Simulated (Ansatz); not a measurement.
We consider CaB6-type CaB6, described by LDA (plane waves, PAW; Ansatz, a first-principles code).

Settings: plane-wave cutoff 500 eV, 8×8×8 k mesh, gaussian smearing 0.02 eV, scalar-relativistic PAW data made under PBE.

Computed at the level's own relaxed cell.

Problem. Predict the volume per atom, lattice parameter a and band gap.

Solution. 
* **volume per atom**: 9.76 Å³/atom
* **lattice parameter a**: 4.089 Å
* **band gap**: 0.03 eV (under three smearing widths, so not firm)

Measured, for comparison: band gap 1 eV (temperature not stated, no zero-point or thermal correction; as tabulated in Wu et al. (2004), arXiv:cond-mat/0401246); equilibrium volume per atom 10.22 Å³/atom, lattice constant a 4.151 Å (temperature not stated, no zero-point or thermal correction; as tabulated in Singh (2010), arXiv:1009.1807). Computed (rounded) less measured: band gap -0.97 eV, equilibrium volume per atom -4.5 %, lattice constant a -1.5 %. A static lattice is as a rule a little smaller and stiffer than an uncorrected measurement, which narrows the difference in the lattice constant a and would widen misses of the other sign.

Computed values are for the static lattice.
